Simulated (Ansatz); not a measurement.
# The cluster Hf₃: geometry, orbitals and charge

Aim: characterise the cluster Hf₃ as a singlet: its structure, frontier levels and distribution of charge.

Program: Ansatz 0.2.0, Gaussian basis. Level of theory: RKS PBE0-D4/def2-TZVP. These are calculated values, not measurements.

Plan: relaxation at PBE-D4/def2-TZVP; a single point at PBE0-D4/def2-TZVP.

## Step 1: Starting geometry

3 atoms, charge 0, spin multiplicity 1.

Atoms are counted from 1 here; the program's logs count them from 0.

Bond lengths: Hf1–Hf2 2.823 Å, Hf1–Hf3 2.823 Å, Hf2–Hf3 2.824 Å. Angles: Hf2–Hf1–Hf3 60.0°, Hf1–Hf2–Hf3 60.0°, Hf1–Hf3–Hf2 60.0°.

Hf takes a core potential in the def2 sets. No spin-orbit coupling is included.

The start is a GFN1-xTB geometry.

## Step 2: Relaxation at PBE-D4/def2-TZVP

in.yaml

```yaml
crystal:
  periodic: [false, false, false]
  atoms:
    - {symbol: Hf, position_ang: [-1.497210, 0.352690, -0.538760]}
    - {symbol: Hf, position_ang: [0.529320, -1.541770, -0.015150]}
    - {symbol: Hf, position_ang: [0.967880, 1.189080, 0.553910]}
basis:
  gaussian: {orbitals: def2-TZVP}
hamiltonian: {xc: pbe, dispersion: d4}
scf: {lower_state_search: "off"}
output: {orbitals: {seedname: orbitals}}
relax: {f_tol: 0.02, max_steps: 100}
```

On the command line:

```bash
$ ansatz run in.yaml --threads 4 --pin off --events-out ev --progress --plain --max-ram 3916MiB
```

After this run come: Single point, PBE0-D4/def2-TZVP.

Before running them: what should the planned runs give, taken together? Wanted: point group; commonest bond; HOMO, LUMO at PBE0-D4/def2-TZVP; dipole at PBE-D4/def2-TZVP.

The runs gave:

| quantity | value |
| --- | --- |
| point group | D3h |
| commonest bond | Hf–Hf, 3 of mean length 2.705 Å |
| HOMO, LUMO at PBE0-D4/def2-TZVP | -3.46, -1.89 eV |
| dipole at PBE-D4/def2-TZVP | 0.00 D |

The molecule keeps its bonding pattern by the stored test; the atoms moved 0.07 Å (rms). No usable vibrations, so a minimum isn't proven. The HOMO lies nearest to Hf1, Hf2, Hf3 about 33 % each and the LUMO to Hf2, Hf3 about 36 % each; Hf1 28 %. Whether this spin is the lowest isn't tested here.
